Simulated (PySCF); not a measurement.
# CH₃: doublet, from a PBE0 minimum start

Aim: relax CH₃ as a doublet from a PBE0 minimum start, check by its vibrations whether the end is a minimum, and collect its spectrum and constants.

Computed with PySCF 2.14.0. Level: PBE0, basis C def2-TZVP, H def2-TZVP, no relativity, density fitting.

**1. The starting structure**

4 atoms, charge 0, spin multiplicity 2.

Bond lengths: C1–H2 1.080 Å, C1–H3 1.080 Å, C1–H4 1.080 Å. Angles: H2–C1–H3 120.0°, H2–C1–H4 120.0°, H3–C1–H4 120.0°.

```xyz
4
charge 0 multiplicity 2
C     0.0000    0.0000    0.0000
H     1.0799    0.0000    0.0000
H    -0.5400    0.9353    0.0000
H    -0.5400   -0.9353    0.0000
```

**2. First SCF at the start**

The steps below are one call of a driver around PySCF. For each, scf.py gives the equivalent set-up of the SCF; relaxations use the driver's own optimiser. After this first run the driver tries any further starts and a stability analysis.

Input file scf.py:

```python
from pyscf import gto, scf, dft
mol = gto.M(atom='''
C      0.000000     0.000000    -0.000000
H      1.079945     0.000012     0.000000
H     -0.539983     0.935254    -0.000000
H     -0.539962    -0.935266    -0.000000''',
    basis={'C': 'def2-TZVP', 'H': 'def2-TZVP'},
    charge=0, spin=1)
mf = dft.UKS(mol, xc='PBE0')
mf.grids.atom_grid = (50, 194)
aux = {'C': 'def2-universal-JKFIT', 'H': 'def2-universal-JKFIT'}
mf = mf.density_fit(auxbasis=aux)
mf.conv_tol = 1e-08
mf.diis_space = 10
mf.max_cycle = 60
mf.init_guess = 'minao'
mf.verbose = 4
mf.kernel()
```

Started as:

```
$ OMP_NUM_THREADS=2 python axn.py task.json out
```

The log of the run:

```text
init E= -39.6092574942906
[... the frontier-level lines of each cycle are left out ...]
cycle= 1 E= -39.7913849710019  delta_E= -0.182  |g|= 0.115  |ddm|= 0.818
cycle= 2 E= -39.7945012618363  delta_E= -0.00312  |g|= 0.0914  |ddm|= 0.124
cycle= 3 E= -39.7989257812836  delta_E= -0.00442  |g|= 0.0133  |ddm|= 0.0658
cycle= 4 E= -39.7990525624669  delta_E= -0.000127  |g|= 0.00203  |ddm|= 0.0113
cycle= 5 E= -39.7990589559324  delta_E= -6.39e-06  |g|= 0.000469  |ddm|= 0.0035
cycle= 6 E= -39.7990593071946  delta_E= -3.51e-07  |g|= 3.9e-05  |ddm|= 0.000917
cycle= 7 E= -39.7990593097713  delta_E= -2.58e-09  |g|= 3.24e-06  |ddm|= 9.44e-05
Extra cycle  E= -39.7990593097833  delta_E= -1.2e-11  |g|= 1.27e-06  |ddm|= 5.9e-06
converged SCF energy = -39.7990593097833  <S^2> = 0.75465031  2S+1 = 2.0046449
```

This step, with its further starts and checks, took 2.2 s on 2 threads of Arm Neoverse N1, shared host.

The test of internal stability found no lower solution of this spin.

**3. PBE0 minimum start, doublet: relaxation**

The program finds D3h symmetry in the start, which this walk keeps. The walk stops when the largest gradient is under 0.0003 Eh/bohr and the energy has settled too.

Edit scf.py of step 2 so:

```diff
@@ -3 +3 @@
-C      0.000000     0.000000    -0.000000
+C     -0.000000     0.000000     0.000000
@@ -5,2 +5,2 @@
-H     -0.539983     0.935254    -0.000000
-H     -0.539962    -0.935266    -0.000000''',
+H     -0.539983     0.935254     0.000000
+H     -0.539962    -0.935266     0.000000''',
@@ -16 +15,0 @@
-mf.init_guess = 'minao'
```

Energy and gradient, step by step:

| step | energy (Eh) | change (kJ/mol) | largest symmetric gradient (Eh/bohr) |
| --- | --- | --- | --- |
| 0 | -39.799059 | 0.00 | 0.00005 |

The walk took 0.7 s.

Geometry (Å) and forces (eV/Å) at some steps:

```
step 0
C    0.000   0.000   0.000  -0.001   0.000   0.000
H    1.080   0.000   0.000   0.003   0.000   0.000
H   -0.540   0.935   0.000  -0.001   0.003   0.000
H   -0.540  -0.935   0.000  -0.001  -0.003   0.000
```

After 0 steps and 0.0 kJ/mol it ends at D3h: C–H 1.080 Å (×3); H–C–H 120.0° (×3).

**4. Vibrations and properties at this point**

The point is checked on the finer grid, and tightened if its gradient asks for it. The Hessian and the dipole derivatives come from central differences of analytic gradients, with steps of 0.02 bohr.

Edit scf.py of step 3 so:

```diff
@@ -3 +3 @@
-C     -0.000000     0.000000     0.000000
+C      0.000000     0.000000     0.000000
@@ -10 +10 @@
-mf.grids.atom_grid = (50, 194)
+mf.grids.atom_grid = (75, 302)
@@ -13 +13 @@
-mf.conv_tol = 1e-08
+mf.conv_tol = 1e-10
```

This SCF starts from the last density.

Log of the central SCF (cycles and frontier levels):

```text
init E= -39.7990599613621
[... the frontier-level lines of each cycle are left out ...]
cycle= 1 E= -39.7990599613621  delta_E= 8.53e-14  |g|= 9.64e-08  |ddm|= 1.78e-07
Extra cycle  E= -39.7990599613622  delta_E= -9.95e-14  |g|= 7.69e-08  |ddm|= 1.08e-07
converged SCF energy = -39.7990599613622  <S^2> = 0.75465046  2S+1 = 2.0046451
```

The whole step took 11 s.

Geometry: D3h; C–H 1.080 Å (×3); H–C–H 120.0° (×3).

Harmonic modes (main isotopes):

```
symmetry  ω (cm⁻¹)  IR (km/mol)     type
    a2''       526         84.4     bend
      e'      1401          7.2     bend
     a1'      3130          0.0  stretch
      e'      3314          6.5  stretch
```

Every mode is real; the point is a minimum.

Properties at this point:

```yaml
Dipole_moment: 0.00 D
Highest_occupied_level: -6.81 eV
Lowest_empty_level: -1.50 eV
Rotational_constants: 9.561, 9.561, 4.781 cm⁻¹
Zero-point_energy: 78.3 kJ/mol
Principal_polarisabilities: 11.5, 14.0, 14.0 bohr³
Atomisation_energy_without_zero-point_energy: 1288 kJ/mol
Principal_traceless_quadrupole_moments_about_the_centre_of_mass: -1.88, 0.94, 0.94 D Å
Entropy_at_298.15_K_and_1_bar_electronic_part_spin_only: 194.6 J/(mol K)
Heat_capacity_Cp_at_298.15_K: 39.1 J/(mol K)
Enthalpy_at_298.15_K_above_0_K: 10.49 kJ/mol
Rotational_symmetry_number: 6
Spin_squared_⟨S²⟩: 0.755
```

Populations by atom (charges in e):

| atom | Mulliken | Löwdin | polar tensor | spin (Mulliken) | Mayer order to C1 |
| --- | --- | --- | --- | --- | --- |
| C1 | -0.42 | -0.27 | -0.15 | 1.13 | – |
| H2,3,4 | 0.14 | 0.09 | 0.05 | -0.04 | 0.97 |

Outer orbital energies (eV). α occupied: -278.46, -19.30, -11.81, -11.81, -6.81; empty: 1.96, 3.68, 3.68, 5.85. β occupied: -278.04, -18.05, -11.53, -11.53; empty: -1.50, 2.26, 3.78, 3.78.

Mulliken populations on C1: s 3.34, p 3.07, d 0.01, f 0.00.

**5. What came out**

| quantity | value |
| --- | --- |
| minimum | doublet, D3h |
| geometry | C–H 1.080 Å (×3); H–C–H 120.0° (×3) |
| wavenumbers (cm⁻¹) | 526 (a2''), 1401 (e'), 3130 (a1'), 3314 (e') |
| dipole moment | 0.00 D |
| highest occupied, lowest empty level (either spin) | -6.81, -1.50 eV |
| polar-tensor charge of C1 | -0.15 e |
| zero-point energy | 78.3 kJ/mol |
| entropy at 298.15 K | 194.6 J/(mol K) |
| atomisation energy (no zero-point energy) | 1288 kJ/mol |
| ⟨S²⟩ | 0.755 |

**Reading.** The molecule stays D3h, as typed, and the end point is a minimum. The strongest infrared band lies at 526 cm⁻¹ (a2'', bend). Most of the spin sits on C1 (Mulliken spin 1.13, against 1 for the whole molecule). Other starts or spin states, not run here, may lie lower.

The search up to here took 14 s.
